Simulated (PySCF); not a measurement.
# Frontier levels across methods

Species: C₆H₈.
SMILES with atom numbers: `[CH2:1]=[CH:2][CH2:3][C:4]1=[CH:5][CH2:6]1` (hydrogens: H7, H8 on C1; H9 on C2; H10, H11 on C3; H12 on C5; H13, H14 on C6)

Structure used (PBE0-D3(BJ)/def2-SVP), in Å, numbered top down from 1:
```xyz
14
C6H8 angstrom
C      2.5802    0.0659    0.2961
C      1.4427   -0.0279   -0.3912
C      0.2410   -0.8101    0.0432
C     -0.9793    0.0120    0.1702
C     -1.5971    1.1525    0.1107
C     -2.4427   -0.0274    0.4942
H      2.7107   -0.4452    1.2558
H      3.4238    0.6552   -0.0726
H      1.3436    0.5044   -1.3451
H      0.0282   -1.6186   -0.6821
H      0.4322   -1.3223    1.0025
H     -1.5871    2.2230   -0.0741
H     -3.1557   -0.4552   -0.2310
H     -2.7670   -0.1569    1.5404
```

Basis pcSseg-1 throughout (PySCF), one geometry. Isolated species at its PBE0-D3(BJ)/def2-SVP geometry (one conformer only).

Problem. How do the orbital energies, the gap and the dipole change with the method?

Solution. 
```
   method                    kind  HOMO (eV)  LUMO (eV)  gap (eV)  μ (D)  SCF cycles
     BLYP                     GGA      -5.60      -0.70      4.90   0.67          14
    B97-D                     GGA      -5.71      -0.74      4.97   0.66          15
     OPBE                     GGA      -5.72      -0.73      4.99   0.69          14
      PBE                     GGA      -5.74      -0.85      4.89   0.67          14
      KT2                     GGA      -5.75      -0.83      4.92   0.67          14
      KT3                     GGA      -5.78      -0.78      5.00   0.68          15
     BP86                     GGA      -5.84      -0.95      4.89   0.66          14
      LDA                     LDA      -5.85      -1.09      4.77   0.67          14
    B97-2           global hybrid      -6.64       0.16      6.80   0.66          13
    B3LYP           global hybrid      -6.66      -0.01      6.66   0.66          13
     PBE0           global hybrid      -6.87       0.22      7.09   0.66          13
 mPW1PW91           global hybrid      -6.90       0.21      7.11   0.65          13
BHandHLYP           global hybrid      -7.86       1.41      9.28   0.65          12
CAM-B3LYP  range-separated hybrid      -8.19       1.43      9.62   0.65          12
  wB97X-D  range-separated hybrid      -8.73       2.06     10.78   0.64          12
       HF            Hartree–Fock      -9.32       4.25     13.58   0.62          10
  LC-wPBE  range-separated hybrid      -9.58       2.61     12.19   0.63          12
```

The HOMO spans 3.98 eV, from BLYP down to LC-wPBE, and the gap runs from 4.77 eV (LDA) to 13.58 eV (HF). Over the methods BLYP (0 %), B97-D (0 %), OPBE (0 %), PBE (0 %), KT2 (0 %), KT3 (0 %), BP86 (0 %), LDA (0 %), B97-2 (21 %), B3LYP (20 %), PBE0 (25 %), mPW1PW91 (25 %), BHandHLYP (50 %), HF (100 %), a straight line through the gap against the share of exact exchange rises by 0.87 eV for each 10 % (correlation coefficient 1.000). The dipole ranges from 0.62 D (HF) to 0.69 D (OPBE). This basis has no diffuse functions.
